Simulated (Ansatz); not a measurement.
## Relaxing BiClO

Level of theory: DFT r2SCAN, scalar-relativistic, plane waves, PAW (Ansatz 0.2.0). Cutoff 500 eV, Γ-centred k mesh, Gaussian smearing, no spin polarisation in the final step.

This is the end of a relaxation of cell and atoms.

```
Bi Cl O
1.0
     3.89382    0.00000    0.00000
     0.00000    3.89382    0.00000
     0.00000    0.00000    7.57692
Bi Cl O
2 2 2
Cartesian
  0.0000 1.9469 6.3209
  1.9469 0.0000 1.2560
  1.9469 0.0000 4.9661
  0.0000 1.9469 2.6109
  0.0000 0.0000 0.0000
  1.9469 1.9469 0.0000
```

The zero of energy is the elements' standard structures at the same level (Cl₂, O₂ as molecules); no fitted shifts are applied.

Task: What space group does it have?

Result: P4/nmm (No. 129). Conventional cell: a = 3.894 Å, c = 7.577 Å. Bi has 4 O at 2.32 Å; Cl is coordinated by 4 Bi at 3.07 Å and 4 O at 3.26 Å (next Cl at 3.62 Å); O has 4 Bi at 2.32 Å (next O at 2.75 Å).

Task: What is its formation energy per atom?

Result: -1.415 eV/atom.

Task: Is it a metal?

Result: No, the gap on the 6×6×4 mesh is 3.06 eV.

The final run used a 6×6×4 mesh on its 6-atom cell and 0.02 eV smearing. Weakly bound directions are ill-defined at this level, which has no dispersion term. Spin–orbit coupling is left out.

Cost: 2 runs of about 3.1 core-minutes in all, on Intel Xeon Platinum 8175M (Skylake/Cascade Lake) (shared hosts).